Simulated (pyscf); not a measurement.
Structures and frequencies: ωB97X-D3(BJ)/def2-SVP in PySCF.

### Question
What is the homolytic dissociation enthalpy (298 K, ωB97M-D3(BJ)/def2-TZVP) of the C–Si bond of H₃C–CH₂–Si(OH)(OH)–OH, to •H₂C–CH₃ + HO–Si•(OH)–OH?

### Answer
C–Si to •H₂C–CH₃ + HO–Si•(OH)–OH: 4.10 eV. The 7 functionals that were run give +3.63 (r²SCAN) to +4.13 eV (ωB97X-D3(BJ)/def2-TZVP). Other isomers of •H₂C–CH₃, HO–Si•(OH)–OH were not searched in full and may lie lower.
